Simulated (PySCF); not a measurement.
**First hyperpolarisability: SMILES C1=CCO1, C3H4O**

Geometry:
```tsv
atom	x (Å)	y (Å)	z (Å)
C1	0.532	-0.192	-0.221
C2	0.627	0.715	0.763
O3	-0.685	0.746	1.157
C4	-0.932	-0.243	0.121
H5	1.192	-0.672	-0.937
H6	1.376	1.341	1.255
H7	-1.319	-1.176	0.561
H8	-1.640	0.150	-0.626
```

The calculation used quadratic response CAM-B3LYP/def2-SVPD first hyperpolarisability, Taylor convention, gas phase in PySCF. Geometry: PBE0-D3(BJ)/def2-SVP.

(1) Give β for the processes computed.

(2) Which lowest excitations, dipole and polarisabilities go with it?

## Answers

(1) In au, Taylor convention; the vector part is βᵢ = ⅓ Σⱼ (βᵢⱼⱼ + βⱼᵢⱼ + βⱼⱼᵢ); β∥ is 3/5 of the vector part along the dipole, the dipole points from − to +:
| process | λ (nm) | β vector norm | β∥ | β HRS | depolarisation ratio |
| --- | --- | --- | --- | --- | --- |
| static β(0;0,0) | ∞ | 84.3 | -40.9 | 36.3 | 4.41 |
| second harmonic β(−2ω;ω,ω) | 1064 | 95.2 | -46.0 | 41.0 | 4.48 |
| Pockels β(−ω;ω,0) | 1064 | 87.6 | -42.5 | – | – |
| second harmonic β(−2ω;ω,ω) | 800 | 105.7 | -51.0 | 45.6 | 4.54 |
| Pockels β(−ω;ω,0) | 800 | 90.4 | -43.8 | – | – |

(2) S1 6.46 eV (f = 0.128); S2 6.53 eV (f = 0.012); S3 6.77 eV (f = 0.014); dipole 1.39 D; isotropic α 37.6 au static, 38.0 au at 1064 nm, 38.2 au at 800 nm, 39.0 au at 532 nm, 40.2 au at 400 nm.
